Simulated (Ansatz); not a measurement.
in.yaml

```yaml
crystal:
  periodic: [false, false, false]
  atoms:
    - {symbol: Ga, position_ang: [-0.000007, -0.270214, 2.156928]}
    - {symbol: P, position_ang: [0.000002, -0.453087, -0.287998]}
    - {symbol: P, position_ang: [-0.000011, -0.189413, -2.428821]}
    - {symbol: H, position_ang: [0.000015, 0.912714, 0.559891]}
basis:
  gaussian: {orbitals: cc-pVDZ}
magnetization: {spin_polarized: false}
correlation: {method: bccd_t, electrons: outside_noble_gas}
accuracy: high
output: {forces: true}
```

```sh
$ ansatz run in.yaml --threads 1 --pin off --events-out ev --progress --plain --max-ram 2393MiB
```

Output:

```
1419 factors; integrals over basis functions are off by at most 4.4e-9 eV
mean field evaluation 1: about -70889.6970 eV, gradient 1.3e1 eV
mean field evaluation 2: about -70889.7048 eV, gradient 1.3e1 eV
mean field evaluation 4: about -70890.8835 eV, gradient 2.5e0 eV
mean field evaluation 8: about -70890.9808 eV, gradient 2.8e-1 eV
mean field evaluation 16: about -70890.9827 eV, gradient 2.5e-8 eV
mean field evaluation 32: about -70888.9144 eV, gradient 4.5e0 eV
mean field evaluation 64: about -70890.9820 eV, gradient 2.3e-1 eV
mean field evaluation 96: about -70874.9769 eV, gradient 4.5e1 eV
mean field evaluation 128: about -70874.7222 eV, gradient 7.8e0 eV
mean field evaluation 160: about -70889.1010 eV, gradient 2.3e-1 eV
mean field -70890.98272146 eV, -2605.1955633797 hartree, gradient 2.5e-8 eV, S^2 0.000000; 7 other end points of the search recorded, 0 dependent functions left out; unrestricted orbitals would lower it
determinant -70890.98272146 eV, -2605.1955633797 hartree, with singles and doubles -70899.71784331 eV, -2605.5165731868 hartree
determinant -70889.09959659 eV, -2605.1263598173 hartree, with singles and doubles -70897.66105610 eV, -2605.4409876510 hartree
24 core orbitals not correlated: weight in the atoms' cores, before any rotation towards them, 0.999 or more for the frozen orbitals, at most 0.001 for the correlated occupied ones
reference -70890.98272146 eV, -2605.1955633797 hartree; 7, 7 occupied and 37, 37 virtual orbitals, 1419 factors
second order -7.60475296 eV of doubles, -0.00000000 eV of singles
...
cycle  16  -8.68314591 eV  change    6.0e-8 eV  update   1.9e-7
cycle  17  -8.68314585 eV  change    5.7e-8 eV  update   1.1e-7
cycle  18  -8.68314583 eV  change    2.3e-8 eV  update   7.0e-8
cycle  19  -8.68314593 eV  change   -9.9e-8 eV  update   1.8e-7
cycle  20  -8.68314587 eV  change    5.3e-8 eV  update   6.9e-8
cycle  21  -8.68314590 eV  change   -3.0e-8 eV  update   3.1e-8
cycle  22  -8.68314590 eV  change    4.8e-9 eV  update   1.4e-8
cycle  23  -8.68314590 eV  change  -3.1e-10 eV  update   5.4e-9
cycle  24  -8.68314590 eV  change  -8.2e-10 eV  update   2.2e-9
cycle  25  -8.68314590 eV  change   2.3e-10 eV  update  9.3e-10
perturbative correction -0.58716252 eV, -0.0215778246 hartree
the calculation of the forces begins
Total energy: -70900.25302988 eV, -2605.5362409305 hartree
Atom 0 at    -0.000007    -0.270214     2.156928 Å, force    -0.000003    -0.042938     0.329934 eV/Å
Atom 1 at     0.000002    -0.453087    -0.287998 Å, force    -0.000014     0.356445    -2.888717 eV/Å
Atom 2 at    -0.000011    -0.189413    -2.428821 Å, force     0.000017    -0.289879     2.776050 eV/Å
Atom 3 at     0.000015     0.912714     0.559891 Å, force    -0.000000    -0.023629    -0.217266 eV/Å
Dipole moment:    -0.000000     0.001533     0.654411 e Å
```

Forces (eV/Å):
```
Ga   0.000 -0.043  0.330
P    0.000  0.356 -2.889
P    0.000 -0.290  2.776
H    0.000 -0.024 -0.217
```

Ran on 1 thread of Arm Neoverse V2, shared host: 19 s wall, 0.3 GiB peak host memory.
